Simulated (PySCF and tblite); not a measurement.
The numbers below are computed, except where a source is named.
C₃H₅NO, numbered as in [CH2:1]=[CH:2][C:3]([NH2:4])=[O:5].

Search: ETKDG and KDG, MMFF94s, GFN2-xTB, 90 starts; geometries at PBE0-D3(BJ)/def2-SVP. Free energies are PBE0-D3(BJ)/def2-TZVP (IEF-PCM, chloroform) single points with GFN2-xTB rigid-rotor and vibrational terms (modes under about 100 cm⁻¹ blended into free rotors). Symmetry numbers and mirror images are counted. Conformers within 3 kcal/mol (GFN2-xTB free energy) were kept, 5 at most. Of two unlike H on one atom, a is the less shielded (wB97X-D/pcSseg-1 (IEF-PCM, chloroform)). (PySCF 2.14, tblite 0.8.)

An NOE distance is ⟨r⁻⁶⟩^(−1/6) over all pairs of like atoms and, for the average, over conformers.

Torsions listed: C1–C2–C3–O5, O5–C3–N4–H4. Of a mirror pair one member is shown.

| conformer | shape | weight % |
| --- | --- | --- |
| 1 | 0°, 0° | 85.7 |
| 2 | 152°, 166° | 14.3 |

Problem. Which H–H contacts under 3.5 Å would NOEs report (pairs on one atom left out) at 298.15 K?

Solution. 
| pair | in 1 (Å) | in 2 (Å) | average (Å) |
| --- | --- | --- | --- |
| H1b ··· H2 | 2.48 | 2.47 | 2.48 |
| H2 ··· H4 | 2.59 | 3.82 | 2.65 |
| H1a ··· H2 | 3.08 | 3.10 | 3.08 |
| H1a ··· H4 | 4.56 | 2.52 | 3.39 |

Longer pairs under the limit may be missing.

Problem. Which contact betrays a minor conformer?

Solution. H1a ··· H4: 4.56 Å in the leading conformer but 3.39 Å on average, because conformer 2 (14.3 %) brings it to 2.52 Å and r⁻⁶ weighs short distances heavily.
